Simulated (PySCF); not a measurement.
Potential energy curve for SMILES C#N (CHN). The C1–N3 bond (C1 also carries H; N3 carries nothing else) is pulled apart rigidly from the PBE0/def2-TZVP optimised geometry.

- UKS-B3LYP/6-31G* = unrestricted B3LYP/6-31G*, spherical d (PySCF)
- UMP2/3-21G = unrestricted MP2 (frozen core)/3-21G run with PySCF
- RKS-M06-2X/6-31G* = restricted M06-2X/6-31G*, spherical d run with PySCF
- UCCSD(T) = CCSD(T) on UHF/cc-pVDZ, 2 core orbitals frozen run with PySCF

Energies relative to the lowest point of each curve near equilibrium, in mEh; the last columns give the difference from UCCSD(T):

```csv
R / Å,UKS-B3LYP/6-31G*,UMP2/3-21G,RKS-M06-2X/6-31G*,UCCSD(T),UKS-B3LYP/6-31G* − UCCSD(T),UMP2/3-21G − UCCSD(T),RKS-M06-2X/6-31G* − UCCSD(T)
0.86,411.9,441.5,409.8,442.2,-30.3,-0.7,-32.4
0.91,250.8,275.3,248.3,274.8,-24.0,0.4,-26.5
0.97,124.0,142.5,121.5,141.3,-17.2,1.3,-19.8
1.02,59.1,72.7,56.8,71.3,-12.2,1.4,-14.4
1.07,21.2,29.8,19.5,28.8,-7.6,1.0,-9.2
1.12,3.3,6.7,2.6,6.7,-3.4,0.0,-4.1
1.15,0.0,0.0,0.0,0.9,-0.9,-0.9,-0.9
1.19,2.2,7.4,3.3,0.0,2.2,7.4,3.3
1.21,5.7,23.0,7.4,2.4,3.3,20.5,5.0
1.28,27.1,71.1,31.2,20.1,6.9,50.9,11.1
1.32,43.9,94.9,49.7,34.9,9.0,60.0,14.8
1.41,89.1,140.9,99.1,75.5,13.6,65.4,23.6
1.56,168.5,200.5,190.1,150.5,17.9,50.0,39.5
1.73,237.6,252.0,288.2,224.6,12.9,27.4,63.6
1.91,291.1,288.3,376.2,279.1,12.0,9.2,97.0
2.05,322.2,304.1,431.8,307.4,14.8,-3.3,124.4
2.28,355.8,407.4,497.3,334.0,21.9,73.4,163.3
2.51,373.4,408.5,534.7,344.6,28.8,63.8,190.0
2.82,384.1,407.1,565.4,349.3,34.8,57.8,216.1
3.07,387.9,406.4,581.9,350.6,37.3,55.8,231.3
3.46,390.4,406.4,598.6,351.5,38.9,54.9,247.1
4.01,391.5,405.6,611.4,351.9,39.6,53.6,259.5
```

UKS-B3LYP/6-31G* is furthest from UCCSD(T) at 4.01 (39.6 mEh, above); its mean absolute difference over the points is 17.7 mEh.

UMP2/3-21G is furthest from UCCSD(T) at 2.28 (73.4 mEh, above); its mean absolute difference over the points is 30.0 mEh.

RKS-M06-2X/6-31G* is furthest from UCCSD(T) at 4.01 (259.5 mEh, above); its mean absolute difference over the points is 81.7 mEh.

The unrestricted solution behind UKS-B3LYP/6-31G* changes between 1.56 and 1.73 Å and between 1.73 and 1.91 Å and between 2.05 and 2.28 Å, which can leave a kink. The unrestricted determinant behind UKS-B3LYP/6-31G* is spin-contaminated at 1.56 to 4.01 Å (<S²> up to 3.0, against 0.00 for a pure singlet). The unrestricted solution behind UMP2/3-21G changes between 1.41 and 1.56 Å and between 1.56 and 1.73 Å, which can leave a kink. The unrestricted determinant behind UMP2/3-21G is spin-contaminated at 1.19 to 4.01 Å (<S²> up to 2.6, against 0.00 for a pure singlet). The restricted form behind RKS-M06-2X/6-31G* keeps the bonding electrons paired and can't separate into open-shell fragments. The unrestricted solution behind UCCSD(T) changes between 1.41 and 1.56 Å, which can leave a kink. The unrestricted determinant behind UCCSD(T) is spin-contaminated at 1.21 to 4.01 Å (<S²> up to 3.0, against 0.00 for a pure singlet).
